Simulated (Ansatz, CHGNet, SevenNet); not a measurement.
Lattice parameter c (Å) of solids drawn from the class of oxides, from the machine-learned potential CHGNet 0.3.0 (trained on PBE and PBE+U data); the machine-learned potential CHGNet-r²SCAN (trained on r²SCAN data); the machine-learned potential SevenNet-0 (trained on PBE and PBE+U data); the machine-learned potential SevenNet-l3i5 (trained on PBE and PBE+U data); PBE (plane waves, PAW; Ansatz, a program for electronic structure); r²SCAN (PAW; Ansatz).

| solid | CHGNet 0.3.0 | CHGNet-r²SCAN | SevenNet-0 | SevenNet-l3i5 | PBE | r²SCAN |
|---|---|---|---|---|---|---|
| corundum (α-Al2O3) | 13.117 | 12.979 | 13.126 | 13.121 | 13.123 | ___ |
| rutile SnO₂ | 3.233 | 3.196 | 3.242 | 3.243 | 3.238 | ___ |
| α-quartz (SiO2) | 5.542 | 5.408 | 5.513 | 5.514 | 5.510 | 5.416 |
| rutile TiO₂ | 2.967 | 2.953 | 2.970 | 2.970 | 2.964 | 2.954 |
| corundum Ga₂O₃ (metastable phase) | 13.573 | 13.426 | 13.623 | 13.620 | 13.623 | 13.441 |
| A-type hexagonal La₂O₃ | 6.266 | 6.112 | 6.185 | 6.185 | 6.187 | 6.126 |

What belongs in the gaps?


- corundum (α-Al2O3), r²SCAN: 12.995
- rutile SnO₂, r²SCAN: 3.201

The levels part most in proportion for A-type hexagonal La₂O₃ (6.112 to 6.266 Å) and least for rutile TiO₂ (2.953 to 2.970 Å).

Ansatz's runs of these crystals have no spin polarisation.

Ansatz's density-functional and Hartree–Fock values are scalar-relativistic unless marked +SOC, with PAW data made under PBE.

Machine-learned potentials (CHGNet 0.3.0, CHGNet-r²SCAN, SevenNet-0, SevenNet-l3i5) are trained on DFT data: a solid inside that data is no test of them.
